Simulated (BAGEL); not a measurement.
**UHF/STO-3G (density fitting with qzvpp-jkfit) run of [NH3]+ (SMILES [NH3+])**

What is the vertical ionisation energy of [NH3]+ at UHF/STO-3G (density fitting with qzvpp-jkfit)? 

Program for the calculation: BAGEL 1.2.2.

2 further runs of the same task are left out: 2 set aside as unsound or not needed.

## (1) The system as given

[NH3]+ has 4 atoms, charge +1, and is taken as a doublet. As SMILES, `[NH3+]`. The coordinates come from a GFN2-xTB relaxation.

Bond lengths: N1–H2 1.028 Å, N1–H3 1.028 Å, N1–H4 1.028 Å. Angles: H2–N1–H3 120.0°, H2–N1–H4 120.0°, H3–N1–H4 120.0°.

## (2) A single-point energy at UHF/STO-3G (density fitting with qzvpp-jkfit)

File hf.json:

```json
{ "bagel": [

{
  "title": "molecule",
  "basis": "sto-3g",
  "df_basis": "qzvpp-jkfit",
  "angstrom": true,
  "geometry": [
    { "atom": "N", "xyz": [       0.000140,      -0.000820,      -0.000330 ] },
    { "atom": "H", "xyz": [       0.510700,      -0.238750,       0.859300 ] },
    { "atom": "H", "xyz": [      -0.995460,      -0.239520,      -0.089810 ] },
    { "atom": "H", "xyz": [       0.484620,       0.479080,      -0.769160 ] }
  ]
},

{
  "title": "uhf",
  "charge": 1,
  "nopen": 1
},

{
  "title": "print",
  "file": "orbitals.molden",
  "orbitals": true
}

]}
```

The run is started by

```sh
$ BAGEL_NUM_THREADS=1 BAGEL hf.json > hf.out
```

Log:

```text
* using 1 threads per process

  ===============================================================
  ===============================================================

  *** Geometry ***

  { "atom" : "N", "xyz" : [      0.000265,     -0.001550,     -0.000624 ] },
  { "atom" : "H", "xyz" : [      0.965083,     -0.451172,      1.623842 ] },
  { "atom" : "H", "xyz" : [     -1.881147,     -0.452627,     -0.169716 ] },
  { "atom" : "H", "xyz" : [      0.915799,      0.905330,     -1.453502 ] },

  Number of auxiliary basis functions:      131

  Since a DF basis is specified, we compute 2- and 3-index integrals:
    o Being stored without compression. Storage requirement is 0.000 GB

  Number of basis functions:        8
  Number of electrons      :       10

    * METHOD: MOLECULE                             0.02

  *** Open-shell HF ***

  === Nuclear Repulsion ===
    11.7049204604

      * DIIS with orbital gradients will be used.

  === UHF iteration (sto-3g) ===
      0        -55.18160286          0.06327279           0.00
      1        -55.20322324          0.00731964           0.00
      2        -55.20426224          0.00111185           0.00
      3        -55.20454913          0.00032548           0.00
      4        -55.20469867          0.00002199           0.00
      5        -55.20472857          0.00001234           0.00
      6        -55.20474244          0.00000122           0.00
      7        -55.20474241          0.00000109           0.00
      8        -55.20474248          0.00000010           0.00
      9        -55.20474248          0.00000003           0.00
     10        -55.20474248          0.00000000           0.00
    * SCF iteration converged.

    * S^2 (UHF) is 0.7624

    * Permanent dipole moment:
           (    0.000282,    -0.001452,    -0.000616) a.u.

    * METHOD: UHF                                  0.03

    * METHOD: PRINT                                0.00

  ===============================================================
```

Run time: 0.38 s. Hardware: 1 thread of Intel Xeon 6975P-C (Granite Rapids), shared host; peak memory 0.078 GiB.

## (3) Singlet [NH3]2+

File calc.json:

```json
{ "bagel" : [

{
  "title" : "molecule",
  "basis" : "sto-3g",
  "df_basis" : "qzvpp-jkfit",
  "angstrom" : true,
  "geometry" : [
    { "atom" : "N", "xyz" : [       0.000140,      -0.000820,      -0.000330 ] },
    { "atom" : "H", "xyz" : [       0.510700,      -0.238750,       0.859300 ] },
    { "atom" : "H", "xyz" : [      -0.995460,      -0.239520,      -0.089810 ] },
    { "atom" : "H", "xyz" : [       0.484620,       0.479080,      -0.769160 ] }
  ]
},

{
  "title" : "hf",
  "charge" : 2
},

{
  "title" : "print",
  "file" : "orbitals.molden",
  "orbitals" : true
}

]}
```

The run is started by

```sh
$ BAGEL_NUM_THREADS=1 BAGEL calc.json > calc.out
```

Log:

```text
* using 1 threads per process

  ===============================================================
  ===============================================================

  *** Geometry ***

  { "atom" : "N", "xyz" : [      0.000265,     -0.001550,     -0.000624 ] },
  { "atom" : "H", "xyz" : [      0.965083,     -0.451172,      1.623842 ] },
  { "atom" : "H", "xyz" : [     -1.881147,     -0.452627,     -0.169716 ] },
  { "atom" : "H", "xyz" : [      0.915799,      0.905330,     -1.453502 ] },

  Number of auxiliary basis functions:      131

  Since a DF basis is specified, we compute 2- and 3-index integrals:
    o Being stored without compression. Storage requirement is 0.000 GB

  Number of basis functions:        8
  Number of electrons      :       10

    * METHOD: MOLECULE                             0.01

  *** RHF ***

  === Nuclear Repulsion ===
    11.7049204604

      * DIIS with orbital gradients will be used.

  === RHF iteration (sto-3g) ===
      0        -54.18135037          0.09304971           0.00
      1        -54.34019500          0.00722802           0.00
      2        -54.34109701          0.00082850           0.00
      3        -54.34111232          0.00009050           0.00
      4        -54.34111251          0.00000030           0.00
      5        -54.34111251          0.00000001           0.00
    * SCF iteration converged.

    * Permanent dipole moment:
           (    0.000168,    -0.001309,    -0.000537) a.u.

    * METHOD: HF                                   0.02

    * METHOD: PRINT                                0.00

  ===============================================================
```

Run time: 0.36 s. Hardware: 1 thread of Intel Xeon 6975P-C (Granite Rapids), shared host; peak memory 0.078 GiB.

## (4) Outcome

Level: UHF/STO-3G (density fitting with qzvpp-jkfit).

| quantity | value |
| --- | --- |
| doublet [NH3]+: total energy | -55.20474 Eh |
| doublet [NH3]+: ⟨S²⟩ | 0.762 |
| singlet [NH3]2+: total energy | -54.34111 Eh |
| singlet [NH3]2+: HOMO energy | -42.11 eV |
| singlet [NH3]2+: LUMO energy | -21.60 eV |
| singlet [NH3]2+: HOMO–LUMO gap | 20.51 eV |
| vertical ionisation energy (to the singlet dication) | 23.501 eV |

In words: The vertical ionisation energy comes to 23.50 eV (2267 kJ/mol). Only the singlet of the ionised species was computed; a triplet could lie lower. In a minimal basis such a difference can be off by several eV, whatever the method.
